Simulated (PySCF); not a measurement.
Magnetic susceptibility: `C/N=C/C=C=C`, C₅H₇N

Cartesian coordinates in Å; atom numbers follow the order of the lines, from 1:
```xyz
13

C    -3.138    0.325   -0.286
C    -1.979   -0.199    0.007
C    -0.806   -0.721    0.300
C     0.463   -0.086   -0.050
N     1.574   -0.620    0.253
C     2.780    0.055   -0.120
H    -3.644    1.007    0.406
H    -3.643    0.096   -1.231
H    -0.741   -1.677    0.832
H     0.396    0.881   -0.592
H     3.393   -0.607   -0.754
H     3.383    0.256    0.781
H     2.622    1.011   -0.659
```

Method: PySCF, GIAO KT3/pcSseg-0 magnetisability, rotational g tensor and spin-rotation constants, non-relativistic, gas phase. Geometry: PBE0-D3(BJ)/def2-SVP.

**Question.** What are the magnetisability and the molar susceptibility?

**Answer.** Isotropic -805 × 10⁻³⁰ J/T², or -48.5 × 10⁻⁶ cm³/mol; principal values -932, -819, -664 × 10⁻³⁰ J/T², anisotropy 232 × 10⁻³⁰ J/T² (root of half the summed squared differences of the principal values). The susceptibility is in cgs units.

**Question.** Split it along the inertial axes a, b, c into diamagnetic and paramagnetic parts about the centre of mass, with the quadrupole moment.

**Answer.** 
```tsv
axis	χ (10⁻⁶ cm³/mol)	diamagnetic (10⁻⁶ cm³/mol)	paramagnetic (10⁻⁶ cm³/mol)	summed x² of all electrons (Å²)	quadrupole Θ (D Å)
a	-43.2	-138.8	95.7	215.1	+7.39
b	-46.2	-959.2	913.0	21.7	-4.15
c	-56.1	-1004.5	948.4	11.0	-3.24
```
Anisotropies 2χaa − χbb − χcc = +16.0 and 2χbb − χaa − χcc = +6.9 × 10⁻⁶ cm³/mol. Θ is traceless in Buckingham's convention.

**Question.** And the rotational g tensor?

**Answer.** 
| axis | rotational constant (GHz) | g | nuclear part | electronic part |
| --- | --- | --- | --- | --- |
| a | 21.6838 | -0.2327 | 0.7420 | -0.9747 |
| b | 1.3884 | -0.0085 | 0.5870 | -0.5955 |
| c | 1.3277 | -0.0023 | 0.5893 | -0.5916 |

Asymmetric top; isotopes 12C, 1H, 14N; no vibrational averaging.
